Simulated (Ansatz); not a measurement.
Born–Oppenheimer molecular dynamics of BH3 (4 atoms, charge 0, multiplicity 1). It starts from a relaxed structure.

Computed with Ansatz 0.2.0, RKS PBE/def2-SVP.

| Quantity | Value |
| --- | --- |
| ensemble | NVT, Langevin thermostat |
| time step | 0.5 fs |
| steps asked | 100 |
| set temperature | 1000 K |
| friction | 0.05 /fs |
| seed | 331748 |

First frame:

```xyz
4
Properties=species:S:1:pos:R:3
B 0.000 0.000 0.000
H 0.000 0.000 1.214
H 1.052 0.000 -0.607
H -1.052 0.000 -0.607
```

(1) How far do the bonds stretch over the last three quarters of this one trajectory? (Pairs bonded in most of those frames.)

Results:

(1) 
```csv
bond,mean (Å),spread (Å),shortest,longest
B1–H2,1.214,0.022,1.18,1.27
B1–H3,1.209,0.047,1.12,1.30
B1–H4,1.233,0.088,1.09,1.35
```

Mean temperature of the second half: 806 K. The mean temperature of the second half is 19 % below the set value. A run of 0.05 ps of so small a system gives no equilibrium averages.

The run took 18 s on 1 thread of Intel(R) Xeon(R) Platinum 8488C (Sapphire Rapids), with other jobs on the host, peak memory 0.088 GiB.
